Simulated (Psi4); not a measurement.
# C2H5B (SMILES B[C]C) at UMP3/jun-cc-pV(D+d)Z (fitted SCF)

What is the vertical triplet–singlet gap of C2H5B at UMP3/jun-cc-pV(D+d)Z (fitted SCF)? 

The calculation is run with Psi4 1.11.

## 1. The system as given

The species is C2H5B (8 atoms), meant as a triplet with charge 0. As SMILES, `B[C]C`. The coordinates come from a GFN2-xTB relaxation.

Bond lengths: B1–C2 1.465 Å, C2–C3 1.439 Å, B1–H4 1.176 Å, B1–H5 1.183 Å, C3–H6 1.100 Å, C3–H7 1.096 Å, C3–H8 1.096 Å. Angles: B1–C2–C3 151.7°, C2–B1–H4 121.6°, C2–B1–H5 120.4°, C2–C3–H6 113.0°, C2–C3–H7 109.6°, C2–C3–H8 111.2°, H4–B1–H5 118.0°, H6–C3–H7 107.7°, H6–C3–H8 108.2°, H7–C3–H8 106.8°.

## 2. The energy at UMP3/jun-cc-pV(D+d)Z (fitted SCF)

calc.in

```
memory 1.6 GB

molecule mol {
  0 3
  B
  C 1 R2
  C 2 R3 1 A3
  H 1 R4 2 A4 3 D4
  H 1 R5 4 A5 2 D5
  H 3 R6 2 A6 1 D6
  H 3 R7 6 A7 2 D7
  H 3 R8 7 A8 6 D8

  R2 = 1.46548
  R3 = 1.438666
  A3 = 151.6987
  R4 = 1.176002
  A4 = 121.57813
  D4 = 179.6293
  R5 = 1.182835
  A5 = 118.04932
  D5 = -179.87177
  R6 = 1.099657
  A6 = 113.04384
  D6 = 15.59705
  R7 = 1.095825
  A7 = 107.70243
  D7 = 121.18896
  R8 = 1.096046
  A8 = 106.83399
  D8 = -116.08038
}

set {
  basis     jun-cc-pV(D+d)Z
  reference uhf
  scf_type  df
  mp_type   conv
}

e, wfn = energy("mp3", return_wfn=True)
```

Command:

```console
psi4 calc.in calc.out -n 1
```

calc.out:

```text
[...]
  Running in c1 symmetry.
[...]
  Nuclear repulsion =   56.276446191568603
[...]
  Multiplicity = 3
[...]
  Nalpha       = 12
  Nbeta        = 10
[...]
    Number of basis functions: 79
[...]
   @DF-UHF iter   1:  -103.11579933097865   -9.34838e-01   4.33538e-03 ADIIS/DIIS
[...]
   @DF-UHF iter  15:  -103.24102149430075   -2.38742e-12   5.00982e-09 DIIS
[...]
   @S^2 Observed:                2.018579401E+00
[...]
    Orbital Energies [Eh]
    ---------------------
    Alpha Occupied:
       1A    -11.253407     2A    -11.244482     3A     -7.593514
       4A     -1.064839     5A     -0.864784     6A     -0.665604
       7A     -0.608232     8A     -0.601196     9A     -0.545014
      10A     -0.504069    11A     -0.383785    12A     -0.356717
    Alpha Virtual:
      13A      0.045484    14A      0.051759    15A      0.061962
      16A      0.064446    17A      0.085288    18A      0.116680
      19A      0.118371    20A      0.152031    21A      0.169956
      22A      0.175267    23A      0.183544    24A      0.205506
      25A      0.248147    26A      0.288169    27A      0.298427
[...]
  @DF-UHF Final Energy:  -103.24102149430075
   => Energetics <=
    Nuclear Repulsion Energy =             56.2764461915686027
    One-Electron Energy =                -248.7597393652187350
    Two-Electron Energy =                  89.2422716793493862
    Total Energy =                       -103.2410214943007531
  UHF NO Occupations:
  HONO-2 :   10  A 1.9941908
  HONO-1 :   11  A 1.0000000
[...]
 Multipole Moments:
 ------------------------------------------------------------------------------------
     Multipole            Electronic (a.u.)      Nuclear  (a.u.)        Total (a.u.)
 ------------------------------------------------------------------------------------
 L = 1.  Multiply by 2.5417464519 to convert [e a0] to [Debye]
 Dipole X            :          0.0163171           -0.0302086           -0.0138915
 Dipole Y            :          1.2028807           -1.4274069           -0.2245262
 Dipole Z            :         -1.5342881            2.0961337            0.5618457
 Magnitude           :                                                    0.6052070
[...]
	SCS-MP2 Total Energy (a.u.)        :  -103.56298884685019
	SOS-MP2 Total Energy (a.u.)        :  -103.56420019713789
[...]
	SOS-PI-MP2 Total Energy (a.u.)     :  -103.58906009735614
[...]
	MP2 Total Energy (a.u.)            :  -103.56056614627474
[...]
	SCS-MP3 Total Energy (a.u.)        :  -103.57311265238212
[...]
	MP3 Total Energy (a.u.)            :  -103.60106136840244
[...]
```

Run time: 20 s. Hardware: 1 thread of AMD EPYC 7R43 (Zen 3), shared host; peak memory 0.57 GiB.

## 3. The singlet at the same level

input.json

```json
{
 "schema_name": "qcschema_input",
 "schema_version": 1,
 "molecule": {
  "schema_name": "qcschema_molecule",
  "schema_version": 2,
  "symbols": ["B", "C", "C", "H", "H", "H", "H", "H"],
  "geometry": [-1.72817344, 1.66785338, -1.79023204, -0.39174023, -0.41131779, -0.54110418, 1.30468581, -1.3702971, 1.35461238, -3.07537809, 1.31188567, -3.52142904, -1.47676427, 3.76837845, -1.06852674, 1.6766595, -0.00680301, 2.87803399, 3.12025909, -1.85017416, 0.48188016, 0.57045163, -3.10948765, 2.20672768],
  "molecular_charge": 0,
  "molecular_multiplicity": 1
 },
 "driver": "energy",
 "model": {
  "method": "mp3",
  "basis": "jun-cc-pV(D+d)Z"
 },
 "keywords": {
  "reference": "uhf",
  "scf_type": "df",
  "mp_type": "conv"
 }
}
```

Command:

```console
psi4 --qcschema input.json -n 1 --memory 1600MB
```

stdout:

```text
[...]
  Running in c1 symmetry.
[...]
  Nuclear repulsion =   56.276453647257775
[...]
  Multiplicity = 1
[...]
  Nalpha       = 11
  Nbeta        = 11
[...]
    Number of basis functions: 79
[...]
   @DF-UHF iter   1:  -103.09376337771802   -9.12802e-01   4.28780e-03 DIIS/ADIIS
[...]
   @DF-UHF iter  15:  -103.20518882990638   -4.22062e-12   3.65584e-09 DIIS
[...]
   @S^2 Observed:                2.664535259E-14
[...]
    Orbital Energies [Eh]
    ---------------------
    Alpha Occupied:
       1A    -11.287202     2A    -11.266201     3A     -7.571578
       4A     -1.050833     5A     -0.824165     6A     -0.653651
       7A     -0.598772     8A     -0.597558     9A     -0.528717
      10A     -0.475610    11A     -0.326352
    Alpha Virtual:
      12A      0.030539    13A      0.052390    14A      0.058202
      15A      0.062910    16A      0.068002    17A      0.086380
      18A      0.112746    19A      0.116602    20A      0.177043
      21A      0.179957    22A      0.183373    23A      0.184817
      24A      0.206488    25A      0.253632    26A      0.289275
[...]
  @DF-UHF Final Energy:  -103.20518882990638
   => Energetics <=
    Nuclear Repulsion Energy =             56.2764536472577745
    One-Electron Energy =                -248.6020091262861627
    Two-Electron Energy =                  89.1203666491220190
    Total Energy =                       -103.2051888299063762
  UHF NO Occupations:
  HONO-2 :    9  A 2.0000000
  HONO-1 :   10  A 2.0000000
[...]
 Multipole Moments:
 ------------------------------------------------------------------------------------
     Multipole            Electronic (a.u.)      Nuclear  (a.u.)        Total (a.u.)
 ------------------------------------------------------------------------------------
 L = 1.  Multiply by 2.5417464519 to convert [e a0] to [Debye]
 Dipole X            :         -1.1019731            1.6341820            0.5322090
 Dipole Y            :          0.1092816           -0.6420239           -0.5327422
 Dipole Z            :         -1.2277735            1.8301451            0.6023716
 Magnitude           :                                                    0.9643195
[...]
	SCS-MP2 Total Energy (a.u.)        :  -103.56193692314783
	SOS-MP2 Total Energy (a.u.)        :  -103.56477422287811
[...]
	SOS-PI-MP2 Total Energy (a.u.)     :  -103.59243463772209
[...]
	MP2 Total Energy (a.u.)            :  -103.55626232368725
[...]
	SCS-MP3 Total Energy (a.u.)        :  -103.57173821548598
[...]
	MP3 Total Energy (a.u.)            :  -103.59546749303985
[...]
```

The result, in JSON:

```text
{
 "driver": "energy",
 "model": {
  "method": "mp3",
  "basis": "jun-cc-pV(D+d)Z"
 },
 "success": true,
 "return_result": -103.59546749303985,
 "properties": {
  "calcinfo_nbasis": 79,
  "calcinfo_nmo": 79,
  "calcinfo_nalpha": 11,
  "calcinfo_nbeta": 11,
  "calcinfo_natom": 8,
  "nuclear_repulsion_energy": 56.276453647257775,
  "return_energy": -103.59546749303985,
  "scf_one_electron_energy": -248.60200912628616,
  "scf_two_electron_energy": 89.12036664912202,
  "scf_dipole_moment": [0.5322089608109835, -0.5327422323674035, 0.6023715599411721],
  "scf_total_energy": -103.20518882990638,
  "scf_iterations": 15,
  "mp2_same_spin_correlation_energy": -0.07446934534108644,
  "mp2_opposite_spin_correlation_energy": -0.27660414843979375,
  "mp2_singles_energy": 0.0,
  "mp2_doubles_energy": -0.35107349378088015,
  "mp2_correlation_energy": -0.3510734937808735,
  "mp2_total_energy": -103.55626232368725
 }
}
```

Wall time 24 s (1 thread of AMD EPYC 7R43 (Zen 3), shared host); peak memory 0.5 GiB.

## 4. Results

At UMP3/jun-cc-pV(D+d)Z (fitted SCF):

| quantity | value |
| --- | --- |
| triplet: total energy | -103.60106 Eh |
| triplet: HOMO energy (Hartree–Fock orbitals) (highest over α and β) | -9.71 eV |
| triplet: LUMO energy (Hartree–Fock orbitals) (lowest over α and β) | 0.76 eV |
| triplet: correlation energy | -360.0 mEh |
| triplet: ⟨S²⟩ of the reference determinant | 2.019 |
| singlet: total energy | -103.59547 Eh |
| singlet: HOMO energy (Hartree–Fock orbitals) | -8.88 eV |
| singlet: LUMO energy (Hartree–Fock orbitals) | 0.83 eV |
| singlet: HOMO–LUMO gap (Hartree–Fock orbitals) | 9.71 eV |
| singlet: correlation energy | -390.3 mEh |
| vertical energy of the singlet above the triplet | 0.152 eV |

In words: At this shape the singlet lies 0.15 eV (3.5 kcal/mol) above the triplet.
